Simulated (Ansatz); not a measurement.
The input, for Ansatz 0.2.0:

```yaml
crystal:
  periodic: [false, false, false]
  atoms:
    - {symbol: Al, position_ang: [-1.000964, 0.022483, 0.000000]}
    - {symbol: H, position_ang: [-1.793888, 1.395868, 0.000000]}
    - {symbol: H, position_ang: [-1.793888, -1.350901, 0.000000]}
    - {symbol: H, position_ang: [0.782036, 0.022483, 0.000000]}
    - {symbol: N, position_ang: [1.969036, 0.022483, 0.000000]}
    - {symbol: H, position_ang: [2.238117, -0.981743, 0.000000]}
basis:
  gaussian: {orbitals: cc-pVDZ}
magnetization: {spin_polarized: false, initial_magnetization: 2}
correlation: {method: sc_nevpt2, electrons: outside_noble_gas, active_space: {window: {electrons: 4, orbitals: 4}}}
```

```sh
$ ansatz run in.yaml --threads 1 --pin off --events-out ev --progress --plain --max-ram 2393MiB
```

Log:

```
491 factors; integrals over basis functions are off by at most 1.3e-3 eV
mean field evaluation 1: about -8122.6205 eV, gradient 1.5e1 eV
mean field evaluation 2: about -8122.6520 eV, gradient 1.5e1 eV
mean field evaluation 4: about -8123.7003 eV, gradient 2.6e0 eV
mean field evaluation 8: about -8123.7267 eV, gradient 2.1e-1 eV
mean field evaluation 16: about -8111.5122 eV, gradient 3.9e1 eV
mean field evaluation 32: about -8123.1993 eV, gradient 3.5e0 eV
mean field -8123.72742253 eV, -298.5414763178 hartree, gradient 1.7e-6 eV, S^2 2.000000; 2 other end points of the search recorded, 0 dependent functions left out
reference -8123.72742253 eV, -298.5414763178 hartree; 13, 11 occupied and 39, 41 virtual orbitals, 491 factors
state -8124.42468218 eV, -298.5671001372 hartree
state -8124.42468218 eV, -298.5671001372 hartree; corrected -8129.76804100 eV, -298.7634649522 hartree
state -8124.10221579 eV, -298.5552497160 hartree
state -8124.10221579 eV, -298.5552497160 hartree; corrected -8129.82588158 eV, -298.7655905540 hartree
state -8124.10221579 eV, -298.5552497160 hartree; corrected -8129.82588158 eV, -298.7655905540 hartree
the orbitals are reached from a further start. From the first start the search ends at -8124.42467143 eV, -298.5670997422 hartree
WARN: the results are in doubt because another end's mean lies 0.322 eV lower, and its corrected mean 0.058 eV higher
Total energy: -8129.82588158 eV, -298.7655905540 hartree
In doubt: another end's mean lies 0.322 eV lower, and its corrected mean 0.058 eV higher
```

Natural occupations: 1.9785 1.0007 1.0000 0.0208.

Ran on 1 thread of Arm Neoverse V2, shared host: 1.6 s wall, 0.08 GiB peak host memory.
